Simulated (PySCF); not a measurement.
# Two-dimensional NMR puzzle

Compound of formula C4H8O2. Correlations simulated from computed shifts and couplings:

HSQC (one-bond C–H):
```csv
δH,δC,"¹J(C,H) (Hz)"
2.10,35.4,131
1.48,19.8,134
0.97,15.1,132
```

COSY cross peaks (|J| ≥ 2 Hz):
```csv
δH,δH,abs. J (Hz),bonds
2.10,1.48,8.2,3
1.48,0.97,8.5,3
```

HMBC (two and three bonds, |J| ≥ 2.5 Hz):
```csv
δH,δC [abs. J in Hz]
2.10,"177.0 [7.2], 19.8 [3.3], 15.1 [2.6]"
1.48,"35.4 [4.5], 15.1 [3.4]"
0.97,"35.4 [6.4], 19.8 [3.5]"
```

Carbons without hydrogens: δ 177.0.

- NMR shieldings at PBE0/pcSseg-1/GIAO
- PBE0-D3(BJ)/def2-SVP geometry
- spin–spin couplings from B3LYP/pcJ-1 (without the spin–dipole term)
- code: PySCF
- no solvent model, non-relativistic, one conformer, rapidly exchanging positions averaged

Scale: ¹H (σref 31.27), ¹³C (σref 184.41) vs TMS (reference shieldings calculated alike).

Exchangeable hydrogens are left out of these lists, and C,H couplings along chains are those of one rotamer, so weak HMBC peaks may be missing or extra.

Problem. Work out the connectivity.

Solution. butyric acid (SMILES CCCC(=O)O).

Atom-mapped SMILES (the numbers label the heavy atoms): `[CH3:1][CH2:2][CH2:3][C:4](=[O:5])[OH:6]`. Hydrogens are named by the atom that carries them.

δC 177.0 is C4, a carboxylic acid carbon. δC 35.4 is C3, an sp3 CH2 α to a carbonyl (δH 2.10). δC 19.8 is C2, an sp3 CH2 (δH 1.48). δC 15.1 is C1, a methyl carbon (δH 0.97). HMBC from δH 2.10 reaches the proton-free carbon C4. COSY links 2.10–1.48, 1.48–0.97.

This is the structure that produced the data.

OH/NH shifts are gas-phase values; hydrogen bonding in solution moves them, usually downfield. Unscaled 3J(H,H) at this level run about 10 % above measured values. Shifts are as computed. Against solution values, carbons near 30 ppm lie about +2 ppm off and those near 130 ppm about +5 ppm. Of 1211 compounds with measured shifts, 218 miss one by over three times the rms of a fit or turn the order of signals round; such compounds aren't used in these exercises. The C=O carbon of an acid or of an amide with N–H lies up to 10 ppm further downfield in solution, through hydrogen bonding that the calculation lacks. Vicinal H,H couplings across rotating CH2–CH2 and CH–CH2 bonds are estimated from the computed gauche and anti values for equal rotamer populations, (2 J gauche + J anti)/3.
